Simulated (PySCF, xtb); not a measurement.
Si2, SMILES [Si]=[Si] (connectivity only; charge and spin as stated), neutral, multiplicity 3.

Harmonic wavenumbers (cm⁻¹) from GFN2-xTB in xtb at its own minimum, in rising order: 742.

**Question.** What does PBE0-D3(BJ)/def2-TZVPD (PySCF 2.14.0) give at its own minimum? (The exact figures need the calculation; the answer reports its results.)

**Answer.** 520. Paired by order, the mean absolute difference is 223 cm⁻¹ and the zero-point energies are 1.1 and 0.7 kcal/mol.
